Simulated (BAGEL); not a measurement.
# C2H2F2O (SMILES FC1OC1F): HF/STO-3G (density fitting with qzvpp-jkfit)

Aim: the vertical singlet–triplet gap of C2H2F2O at HF/STO-3G (density fitting with qzvpp-jkfit), from 2 runs. 

Program for the calculation: BAGEL 1.2.2.

4 further runs of the same task are left out: 1 that didn't finish, 3 set aside as unsound or not needed.

## Step 1: The structure to begin with

C2H2F2O: 7 atoms, total charge 0, spin state singlet. SMILES: `FC1OC1F`. The coordinates come from a PBE0-D4/def2-TZVP relaxation.

Bond lengths: F1–C2 1.341 Å, C2–O3 1.396 Å, C2–C4 1.451 Å, O3–C4 1.396 Å, C4–F5 1.341 Å, C2–H6 1.086 Å, C4–H7 1.086 Å. Some angles: F1–C2–O3 115.6°, F1–C2–C4 118.3°, O3–C2–C4 58.7°, C2–O3–C4 62.7°, C2–C4–O3 58.7°, C2–C4–F5 118.3°, O3–C4–F5 115.6°, F1–C2–H6 111.5°, O3–C2–H6 117.0°, C4–C2–H6 125.3°.

## Step 2: The energy at HF/STO-3G (density fitting with qzvpp-jkfit)

Contents of input.json:

```json
{ "bagel": [

{
  "title": "molecule",
  "basis": "sto-3g",
  "df_basis": "qzvpp-jkfit",
  "angstrom": "true",
  "geometry": [
    { "atom": "F", "xyz": [   -1.664000,    0.243600,    0.558700 ] },
    { "atom": "C", "xyz": [   -0.421700,   -0.262000,    0.552400 ] },
    { "atom": "O", "xyz": [   -0.074300,   -0.991300,   -0.585800 ] },
    { "atom": "C", "xyz": [    0.527200,    0.256600,   -0.415700 ] },
    { "atom": "F", "xyz": [    0.116200,    1.216500,   -1.257500 ] },
    { "atom": "H", "xyz": [   -0.164000,   -0.696100,    1.514300 ] },
    { "atom": "H", "xyz": [    1.606300,    0.271400,   -0.291800 ] }
  ]
},
{ "title": "hf" },
{ "title": "print", "file": "orbitals.molden", "orbitals": "true" }

]}
```

Command:

```bash
$ BAGEL_NUM_THREADS=1 BAGEL input.json > input.out
```

The log of the run:

```text
* using 1 threads per process

  ===============================================================
  ===============================================================

  *** Geometry ***

  { "atom" : "F", "xyz" : [     -3.144504,      0.460337,      1.055790 ] },
  { "atom" : "C", "xyz" : [     -0.796898,     -0.495108,      1.043885 ] },
  { "atom" : "O", "xyz" : [     -0.140407,     -1.873286,     -1.107002 ] },
  { "atom" : "C", "xyz" : [      0.996264,      0.484904,     -0.785559 ] },
  { "atom" : "F", "xyz" : [      0.219586,      2.298852,     -2.376331 ] },
  { "atom" : "H", "xyz" : [     -0.309915,     -1.315438,      2.861612 ] },
  { "atom" : "H", "xyz" : [      3.035467,      0.512872,     -0.551422 ] },

  Number of auxiliary basis functions:      417

  Since a DF basis is specified, we compute 2- and 3-index integrals:
    o Being stored without compression. Storage requirement is 0.002 GB

  Number of basis functions:       27
  Number of electrons      :       40

    * METHOD: MOLECULE                             0.12

  *** RHF ***

  === Nuclear Repulsion ===
   185.0079652992

      * DIIS with orbital gradients will be used.

  === RHF iteration (sto-3g) ===
      0       -345.65028573          0.02898716           0.01
      1       -345.81547261          0.01027633           0.01
      2       -345.83483554          0.00178244           0.01
      3       -345.83632498          0.00046531           0.01
      4       -345.83641656          0.00008402           0.01
      5       -345.83641986          0.00000798           0.01
      6       -345.83641989          0.00000229           0.01
      7       -345.83641989          0.00000071           0.01
      8       -345.83641989          0.00000018           0.01
      9       -345.83641989          0.00000003           0.01
     10       -345.83641989          0.00000001           0.01
    * SCF iteration converged.

    * Permanent dipole moment:
           (   -0.554053,    -0.030472,    -0.559416) a.u.

    * METHOD: HF                                   0.19

    * METHOD: PRINT                                0.00

  ===============================================================
```

Run time: 0.44 s. Hardware: 1 thread of Arm Neoverse V1, shared host; peak memory 0.081 GiB.

## Step 3: The triplet at the same level

Contents of calc.json:

```json
{ "bagel": [

{
  "title": "molecule",
  "basis": "sto-3g",
  "df_basis": "qzvpp-jkfit",
  "angstrom": true,
  "geometry": [
    { "atom": "F", "xyz": [   -1.664000,    0.243600,    0.558700 ] },
    { "atom": "C", "xyz": [   -0.421700,   -0.262000,    0.552400 ] },
    { "atom": "O", "xyz": [   -0.074300,   -0.991300,   -0.585800 ] },
    { "atom": "C", "xyz": [    0.527200,    0.256600,   -0.415700 ] },
    { "atom": "F", "xyz": [    0.116200,    1.216500,   -1.257500 ] },
    { "atom": "H", "xyz": [   -0.164000,   -0.696100,    1.514300 ] },
    { "atom": "H", "xyz": [    1.606300,    0.271400,   -0.291800 ] }
  ]
},
{ "title": "uhf", "nopen": 2 },
{ "title": "print", "file": "orbitals.molden", "orbitals": true }

]}
```

Command:

```bash
$ BAGEL_NUM_THREADS=1 BAGEL calc.json > calc.out
```

The log of the run:

```text
* using 1 threads per process

  ===============================================================
  ===============================================================

  *** Geometry ***

  { "atom" : "F", "xyz" : [     -3.144504,      0.460337,      1.055790 ] },
  { "atom" : "C", "xyz" : [     -0.796898,     -0.495108,      1.043885 ] },
  { "atom" : "O", "xyz" : [     -0.140407,     -1.873286,     -1.107002 ] },
  { "atom" : "C", "xyz" : [      0.996264,      0.484904,     -0.785559 ] },
  { "atom" : "F", "xyz" : [      0.219586,      2.298852,     -2.376331 ] },
  { "atom" : "H", "xyz" : [     -0.309915,     -1.315438,      2.861612 ] },
  { "atom" : "H", "xyz" : [      3.035467,      0.512872,     -0.551422 ] },

  Number of auxiliary basis functions:      417

  Since a DF basis is specified, we compute 2- and 3-index integrals:
    o Being stored without compression. Storage requirement is 0.002 GB

  Number of basis functions:       27
  Number of electrons      :       40

    * METHOD: MOLECULE                             0.12

  *** Open-shell HF ***

  === Nuclear Repulsion ===
   185.0079652992

      * DIIS with orbital gradients will be used.

  === UHF iteration (sto-3g) ===
      0       -345.29162093          0.05098559           0.02
      1       -345.43585624          0.02479728           0.02
      2       -345.46435249          0.01078166           0.02
      3       -345.47211817          0.00281051           0.02
      4       -345.47482955          0.00150529           0.03
      5       -345.47594821          0.00092050           0.03
      6       -345.47646439          0.00038006           0.02
      7       -345.47653096          0.00028000           0.02
      8       -345.47660356          0.00018960           0.02
      9       -345.47663442          0.00016160           0.02
     10       -345.47666114          0.00013623           0.03
     11       -345.47668552          0.00010697           0.03
     12       -345.47672165          0.00007926           0.03
     13       -345.47672520          0.00003560           0.03
     14       -345.47672754          0.00002269           0.02
     15       -345.47672799          0.00001072           0.03
     16       -345.47672814          0.00000606           0.02
     17       -345.47672815          0.00000321           0.02
     18       -345.47672817          0.00000142           0.02
     19       -345.47672817          0.00000046           0.02
     20       -345.47672817          0.00000008           0.02
     21       -345.47672817          0.00000003           0.03
     22       -345.47672817          0.00000001           0.02
     23       -345.47672817          0.00000000           0.02
    * SCF iteration converged.

    * S^2 (UHF) is 2.0317

    * Permanent dipole moment:
           (   -0.435585,     0.142806,    -0.350395) a.u.

    * METHOD: UHF                                  0.66

    * METHOD: PRINT                                0.00

  ===============================================================
```

It took 0.91 s on 1 thread of Arm Neoverse V1, shared host; peak memory 0.081 GiB.

## Step 4: Summary of results

At HF/STO-3G (density fitting with qzvpp-jkfit):

```
                                        quantity          value
                           singlet: total energy  -345.83642 Eh
                          singlet: dipole moment         2.00 D
                            singlet: HOMO energy       -9.76 eV
                            singlet: LUMO energy       12.12 eV
                          singlet: HOMO–LUMO gap       21.88 eV
                           triplet: total energy  -345.47673 Eh
                          triplet: dipole moment         1.47 D
                                   triplet: ⟨S²⟩          2.032
vertical energy of the triplet above the singlet       9.788 eV
```

**Reading.** At this shape the triplet lies 9.79 eV (226 kcal/mol) above the singlet. In a minimal basis such a difference can be off by several eV, whatever the method.
